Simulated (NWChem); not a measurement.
System meant: PH₂, doublet; SMILES [PH2]

The following NWChem deck was run.

```
start job
memory heap 200 mb stack 900 mb global 1100 mb
geometry units angstroms noautoz
  P      0.000000     0.000000     0.133344
  H      1.025701     0.000000    -0.867392
  H     -1.025701     0.000000    -0.867392
end
basis spherical
  P library def2-svp
  H library def2-svp
end
dft
  odft
  mult 2
  xc xpbe96 cpbe96
  iterations 4
  mulliken
end
task dft energy
```

End of the output:

```
     --------------------------
     Expectation value of S2:
     --------------------------
      <S2> =      0.7538 (Exact =     0.7500)

 center of mass
 --------------
 x =   0.00000000 y =   0.00000000 z =   0.10693726

 moments of inertia (a.u.)
 ------------------
           6.768169417313           0.000000000000           0.000000000000
           0.000000000000          14.340932192191           0.000000000000
           0.000000000000           0.000000000000           7.572762774878

     Multipole analysis of the density
     ---------------------------------

     L   x y z        total         alpha         beta         nuclear
     -   - - -        -----         -----         ----         -------
     0   0 0 0     -0.000000     -9.000000     -8.000000     17.000000

     1   1 0 0     -0.000000      0.000000     -0.000000      0.000000
     1   0 1 0     -0.000000     -0.000000     -0.000000      0.000000
     1   0 0 1     -0.312601     -0.246325     -0.066276      0.000000

     2   2 0 0    -10.375831     -9.481937     -8.407859      7.513966
     2   1 1 0     -0.000000     -0.000000     -0.000000      0.000000
     2   1 0 1      0.000000      0.000000     -0.000000      0.000000
     2   0 2 0    -10.904382     -7.351456     -3.552926      0.000000
     2   0 1 1     -0.000000     -0.000000     -0.000000      0.000000
     2   0 0 2    -11.339983     -9.356418     -8.294723      6.311158

 ------------------------------------------------------------------------
 dft energy failed                                                                                  0
 ------------------------------------------------------------------------
 ------------------------------------------------------------------------
  current input line :
    19: task dft energy
 ------------------------------------------------------------------------
 ------------------------------------------------------------------------
 This type of error is most commonly associated with calculations not reaching convergence criteria
 ------------------------------------------------------------------------
 For more information see the NWChem manual at https://nwchemgit.github.io

0:dft energy failed:Received an Error in Communication
```

### Question
Can this run be used? If not, why, and what is the fix?

### Answer
Convergence was not reached. Cause: the SCF was allowed too few iterations. This input runs:
```
start job
memory heap 200 mb stack 900 mb global 1100 mb
geometry units angstroms noautoz
  P      0.000000     0.000000     0.133344
  H      1.025701     0.000000    -0.867392
  H     -1.025701     0.000000    -0.867392
end
basis spherical
  P library def2-svp
  H library def2-svp
end
dft
  odft
  mult 2
  xc xpbe96 cpbe96
  iterations 150
  mulliken
end
task dft energy
```
It converges to -342.22831 Ha (PBE/def2-SVP, spin-unrestricted).
